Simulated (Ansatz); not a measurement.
# Worked example: correlation energy of GeP⁺, quintet

Geometry: that of the GeP⁺, triplet, kept fixed. The triplet lies 1.7 eV lower here.

| atom | x (Å) | y (Å) | z (Å) |
| --- | --- | --- | --- |
| Ge | 0.0000 | 0.0000 | 0.0000 |
| P | 0.0000 | 0.0000 | 2.3035 |

Basis cc-pVDZ; Ansatz 0.2.0. Correlated methods freeze the noble-gas cores and the filled d shells of p-block atoms, which leaves 8 electrons in 26 orbitals. R marks a restricted (for open shells ROHF) determinant, U an unrestricted one. No spin–orbit coupling is included, and no scalar relativity.

Full CI isn't at hand for all of this; UCCSDT(Q) serves as the reference, and is uncertain by about the last step of the cluster series.

Runs differ by some tens of microhartree through their thresholds and, for an open shell, their frozen cores, so steps under 0.03 kcal/mol mean nothing.

| level | total energy (hartree) |
| --- | --- |
| UHF | -2415.723350 |
| UMP2 | -2415.832363 |
| UCCSD | -2415.862931 |
| UCCSD(T) | -2415.867030 |
| UCCSDT | -2415.868079 |
| UCCSDT(Q) | -2415.868353 |

Question: What is the correlation energy at UCCSDT(Q), and what share of it do UMP2 and UCCSDT recover?

Answer: E(corr) = -2415.868353 − (-2415.723350) = -0.145003 hartree = -3.946 eV. UMP2: -0.109013 / -0.145003 = 75.18 %. UCCSDT: -0.144729 / -0.145003 = 99.81 %.

Question: By how many kcal/mol does UCCSD(T) miss UCCSDT(Q) (1 hartree = 627.509 kcal/mol), and which steps make up the rest?

Answer: -2415.867030 − (-2415.868353) = 0.001323 hartree = 0.83 kcal/mol. Steps: UCCSDT − UCCSD(T) = -0.66, UCCSDT(Q) − UCCSDT = -0.17 kcal/mol. Differences between like states or geometries often cancel part of this.
